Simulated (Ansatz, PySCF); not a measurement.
System: dilithium, Li$_{2}$, charge 0, multiplicity 1. SMILES: [Li][Li]
Structure (B3LYP-D3(BJ)/def2-TZVP (Ansatz, a quantum-chemistry and plane-wave program) minimum search):
```xyz
2

Li     0.0000     0.0000    -1.3610
Li     0.0000     0.0000     1.3610
```

Property: vertical triplet-singlet gap, E(triplet) - E(singlet), in eV. Terms: non-relativistic; each state is the SCF solution reached for its charge and spin; valence correlation only; 6-311+G** with 5d; UHF or UKS for open shells; 6-31G* and kin with 6d, 5d where marked; spin-orbit terms left out. First-principles rows: single points at B3LYP-D3(BJ) geometries (Ansatz). The Hartree-Fock reference of [Li][Li] is unstable towards a lower, spin-broken solution. Levels can end on unlike triplets.

| level | program | vertical triplet-singlet gap, E(triplet) - E(singlet) (eV) |
|---|---|---|
| HF/6-31G* | Ansatz | 0.52 |
| HF/6-311+G** | Ansatz | 0.56 |
| PBE/6-311+G** | Ansatz | 0.96 |
| B3LYP/STO-3G | Ansatz | 1.09 |
| B3LYP/6-31G* | Ansatz | 1.09 |
| B3LYP/6-311+G** | Ansatz | 1.08 |
| M06-2X/6-31G* (5d) | PySCF | 1.35 |
| MP2/6-31G* | Ansatz | 0.97 |
| MP2/6-311+G** | Ansatz | 1.00 |
| PBE0/def2-TZVPD | Ansatz | 1.02 |

No value to compare with is used here. The 9 habitual levels span 0.52 (HF/6-31G*) to 1.35 eV (M06-2X/6-31G* (5d)); PBE0/def2-TZVPD gives 1.02.

The levels are drawn from those run, B3LYP/6-31G* more often than the rest, none by its result; runs whose electronic state is in doubt are left out.
